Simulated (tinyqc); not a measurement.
Worked calculation: extended Hueckel theory, for N2. One step of it, computed by the program tinyqc.

Task: Mulliken analysis. P = C n C^T; charge = valence electrons (N 5) minus the sum of (P S)_ii on the atom; overlap population = 2 sum P_ij S_ij between two atoms.

coefficients:
```
              MO1        MO2       MO3        MO4        MO5        MO6        MO7        MO8
1N 2s    0.587303   0.564096  0.000000   0.000000  -0.217789   0.000000   0.000000   1.053249
1N 2px   0.000000   0.000000  0.053592   0.633053   0.000000  -0.526557   0.616088   0.000000
1N 2py   0.000000   0.000000  0.633053  -0.053592   0.000000   0.616088   0.526557   0.000000
1N 2pz   0.032798  -0.417508  0.000000   0.000000   0.641360   0.000000   0.000000   1.052511
2N 2s    0.587303  -0.564096  0.000000   0.000000  -0.217789   0.000000   0.000000  -1.053249
2N 2px   0.000000   0.000000  0.053592   0.633053   0.000000   0.526557  -0.616088   0.000000
2N 2py   0.000000   0.000000  0.633053  -0.053592   0.000000  -0.616088  -0.526557   0.000000
2N 2pz  -0.032798  -0.417508  0.000000   0.000000  -0.641360   0.000000   0.000000   1.052511
```

occupations: 2.000000  2.000000  2.000000  2.000000  2.000000  0.000000  0.000000  0.000000

overlap S, lower triangle:
```
            1N 2s    1N 2px    1N 2py     1N 2pz     2N 2s    2N 2px    2N 2py    2N 2pz
1N 2s    1.000000
1N 2px   0.000000  1.000000
1N 2py   0.000000  0.000000  1.000000
1N 2pz   0.000000  0.000000  0.000000   1.000000
2N 2s    0.399789  0.000000  0.000000   0.408713  1.000000
2N 2px   0.000000  0.238764  0.000000   0.000000  0.000000  1.000000
2N 2py   0.000000  0.000000  0.238764   0.000000  0.000000  0.000000  1.000000
2N 2pz  -0.408713  0.000000  0.000000  -0.331699  0.000000  0.000000  0.000000  1.000000
```

Give: charges; Overlap populations.

Result:

charges: 1N 0.0000, 2N 0.0000

Overlap populations:
```
pair     value
2-1   1.581804
```
